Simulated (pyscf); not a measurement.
`[SH][InH][Cl]` -> `[Cl][In]` [singlet] + `[SH2]`, a 1,1-elimination (singlet surface; In–S, H–In broken, H–S formed). Single points on ωB97X-D3(BJ)/def2-SVP structures (PySCF, gas phase). Correlated levels are frozen-core, on RHF or UHF. ΔMP2 is the change of the MP2 total energy from the triple- to the quadruple-zeta basis. Energies in kcal/mol from the reactant's lowest minimum found.

Small-basis levels: PySCF, no dispersion term, spherical d functions. 

### Question
Quick MP2/6-31G*+LANL2DZ single points give ΔE‡ = 57.3 kcal/mol and ΔE = +2.3 kcal/mol. What does CCSD(T)/def2-TZVPP + ΔMP2(QZVPP) give, and how far is the quick result from it?

### Answer
CCSD(T)/def2-TZVPP + ΔMP2(QZVPP) gives ΔE‡ = 47.4 kcal/mol and ΔE = +1.7 kcal/mol. MP2/6-31G*+LANL2DZ lies 9.9 kcal/mol over it in the barrier and 0.5 kcal/mol over it in the reaction energy, so on this step it does not hold to within 3.0 kcal/mol. CCSD(T)/def2-TZVPP + ΔMP2(QZVPP) has limits of its own. On the product side the descent ends in a bound adduct, 8.3 kcal/mol under the separated species and 53.9 kcal/mol under the saddle at ωB97X-D3(BJ)/def2-TZVP. At ωB97X-D3(BJ) the barrier from the zero used here is 54.1 kcal/mol. This is the saddle that the search found; another between the same sides may lie lower. The CCSD(T) − MP2 part came from Ansatz, without density fitting, on the same reference. The frozen core leaves the outer d or s,p core shells of the metals and heavy elements correlated in the MP2 and CC values, and def2-TZVPP describes them poorly, which can shift differences by a few kcal/mol. Elements past Kr carry the def2 core potentials, without spin-orbit coupling.
